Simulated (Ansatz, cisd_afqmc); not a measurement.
Species: H2S, charge 0, singlet. H2S (sulfane, SMILES S).
HTBH set geometry:
```xyz
3

S      0.0000     0.0000     0.1025
H      0.0000     0.9662    -0.8202
H      0.0000    -0.9662    -0.8202
```
Charge 0, spin multiplicity 1.

Total energies in aug-cc-pV(D+d)Z, 8 correlated electrons, 5 frozen orbitals. Radicals and triplets start from unrestricted determinants; spin-orbit coupling is neglected. Correlated methods leave the cores frozen. No relativity. AFQMC/CISD: phaseless, guided by CISD from CCSD amplitudes; bars are statistical, one sigma. Outlying blocks are dropped, and bars are widened where a walk drifts. Over all cases where full CI ran beside it in this data, AFQMC minus full CI had a median of +0.1 mEh and passed +0.4 mEh in a tenth of the cases.

| method | program | energy (Eh) | minus CCSDTQ (mEh) |
|---|---|---|---|
| HF | Ansatz | -398.70229 | 186.41 |
| MP2 | Ansatz | -398.85880 | 29.90 |
| CCSD | Ansatz | -398.88260 | 6.10 |
| CCSD(T) | Ansatz | -398.88776 | 0.94 |
| CCSDT(Q) | Ansatz | -398.88868 | 0.02 |
| CCSDTQ | Ansatz | -398.88870 | 0.00 |
| AFQMC/CISD | cisd_afqmc | -398.8885 ± 0.0002 | 0.2 ± 0.2 |

Rough core times of Ansatz's runs on a shared machine: CCSD(T) under 20 s, CCSDT(Q) under 20 s, CCSDTQ 2 min.

Ansatz is a first-principles code.
